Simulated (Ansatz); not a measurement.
**TO(Γ) frequency of some cubic solids**

Method: LC-ωPBE in Ansatz (plane waves, PAW). References are measured values at low temperature.

Values in cm⁻¹.

| solid | reference | LC-ωPBE | error (%) |
|---|---|---|---|
| diamond-structure Si | 525 | 570 | +8.6 |
| grey tin (α-Sn) | 200 | 225 | +12.5 |
| diamond | 1333 | 1442 | +8.2 |
| rock-salt AgBr | 85 | 68 | -20 |
| rock-salt AgCl | 119 | 95 | -20 |
| diamond-structure Ge | 304 | 337 | +10.9 |

Over these 6 solids the mean error is 0.0 %, the mean absolute error 13.4 % (median 11.7 %), and the worst case rock-salt AgCl at -20 %; the value is above the reference in 4 of 6 cases.

All these references are low-temperature values that still hold zero-point motion.

Spin–orbit coupling is left out, also for the solids with elements from indium on (grey tin (α-Sn)); its size isn't shown.

Differences are worked out from the printed values.

Each level is taken at its own relaxed cell. Ansatz's density-functional and Hartree–Fock values are scalar-relativistic unless marked +SOC, with PAW data made under PBE.

Ansatz's runs of these crystals have no spin polarisation.

Not in this set, of the solids of all kinds but layered and molecular ones with a reference value in our tables and a result at some level: 42 for a reference of another kind, counted apart; 1 for no value at LC-ωPBE (not run, a failed fit, an unstable or unbound cell, or a value held back for tests); 1 for sources at odds. These can be a level's best or worst cases. At least 7 more with a reference value are held back for tests. Solids without a released value at any level aren't counted. The metals Ce to Yb are counted apart.

References as tabulated in Tanner et al. (2021), arXiv:2110.11888; Hadni et al. (1968), doi:10.1364/ao.7.001159; Kunc et al. (2003), arXiv:cond-mat/0304692.

Ansatz is an electronic-structure program.
